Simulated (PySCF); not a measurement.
HLi: calculation against experiment

**Measured values to compare with.**

From Liu, Meijer, Perez-Rios, Phys. Chem. Chem. Phys. 22 (2020) 24191, for the gas: dipole moment 5.882 D.

The results are set against them at the end.

HLi.
SMILES with atom numbers: `[LiH:1]` (hydrogens: H2 on Li1)

Structure used (CAM-B3LYP/6-31+G*), in Å, numbered top down from 1:
```xyz
2
LiH angstrom
Li     0.8093   -0.0030   -0.0027
H     -0.8065    0.0043   -0.0114
```

The PySCF runs (gas phase, on this CAM-B3LYP/6-31+G* geometry; no spin–orbit coupling):

```csv
level,job,basis functions,wall time
"CAM-B3LYP/6-31+G*, grid level 1",geometry optimisation from a GFN2-xTB start,20,1.1 s
```

Hardware: an Arm Neoverse N1 with one thread, no GPU, on a shared host.

All basis functions are spherical.

**Comparison with experiment**

**Dipole moment.** Measured: 5.882 D (Liu, Meijer, Perez-Rios, Phys. Chem. Chem. Phys. 22 (2020) 24191).

```
            level  computed (D)  computed − measured (D)  % (from the printed values)
CAM-B3LYP/6-31+G*         5.684                   -0.198                           -3
```

The computed dipoles belong to one fixed geometry; measured ones are averaged over vibrations unless marked μe. Magnitudes are compared, not signs.

No measured geometry was used, and the causes of the misses weren't examined.
